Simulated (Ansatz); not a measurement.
# CLi: the cost of one run

Program: Ansatz 0.2.0 through its Python package. The levels of theory stand in the script. These are calculated values, not measurements.

## Step 1: Starting point

Bond lengths: Li1–C2 1.995 Å.

No structure file is read: the coordinates are typed or built in the script.

## Step 2: The script

cli.py

```python
# -*- coding: utf-8 -*-
"""Basis-set convergence for CLi."""

from dataclasses import dataclass

import ansatz as az


@dataclass
class RunConfig:
    xc: str = "PBE0"


opts = RunConfig()


def main():
    geometry_ang = [
        ("Li", [0.0, 0.0, 0.0]),
        ("C", [0.0, 0.0, 1.995]),
    ]
    molecule = az.Crystal.molecule()
    for symbol, xyz in geometry_ang:
        molecule = molecule.atom(symbol, xyz)

    setup = (
        molecule.calculation()
        .functional(opts.xc)
        .spin("collinear", total=1)
    )

    energies = {}
    for basis in ["STO-3G", "6-31G", "6-31G*", "def2-SVP", "def2-SVPD", "def2-TZVP", "def2-TZVPP"]:
        report = setup.basis(gaussian=basis).run(threads=1).report
        size = report["n_frozen"] + report["n_occupied"][0] + report["n_virtual"][0]
        energies[basis] = (report["reference_energy_ev"] / 27.211386246, report["free_energy_ev"] / 27.211386246)
        print(f"{basis:14s} {size:4d} orbitals  reference {energies[basis][0]:14.6f} Ha  total {energies[basis][1]:14.6f} Ha")

    last = energies["def2-TZVPP"][1]
    for basis, (_, total) in energies.items():
        print(f"{basis:14s} lies {27.211386 * (total - last):9.4f} eV above def2-TZVPP")


if __name__ == "__main__":
    main()
```

## Step 3: What the engine is handed

The engine receives this input (first run):

```yaml
crystal:
  periodic: [false, false, false]
  atoms:
    - { symbol: Li, position_ang: [0.0, 0.0, 0.0] }
    - { symbol: C, position_ang: [0.0, 0.0, 1.995] }
basis:
  gaussian:
    orbitals: STO-3G
hamiltonian:
  xc: pbe0
magnetization:
  spin_polarized: true
  initial_magnetization: 1.0
```

## Step 4: The run

Started as:

```console
$ python cli.py
```

Q: Estimate wall time and peak memory on 1 thread of Arm Neoverse V1, shared host.

About 14 s, with a peak of 0.16 GiB.
